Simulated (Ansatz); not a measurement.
Z-matrix (Å, degrees):
```
N
H 1 1.0227
H 1 1.0227 2 105.14
H 1 1.0227 2 105.14 3 110.71
```
Charge +1, spin multiplicity 2.

The numbers are results of frozen-core CCSD(T)/cc-pVTZ // B3LYP-D3(BJ)/def2-SVP (Ansatz, a first-principles code), not measurements. The geometry is that of the parent before the electron was removed.

```json
{
  "HF energy": "-55.87024 Ha",
  "MP2 correlation energy": "-0.18062 Ha"
}
```

Problem. Estimate the CCSD correlation energy, the (T) correction, the total energy and the T1 diagnostic.

Solution. 
| Item | Value |
|---|---|
| CCSD correlation energy | -0.19893 Ha |
| (T) correction | -0.00489 Ha |
| CCSD(T) total energy | -56.07406 Ha |
| T1 diagnostic | 0.007 |
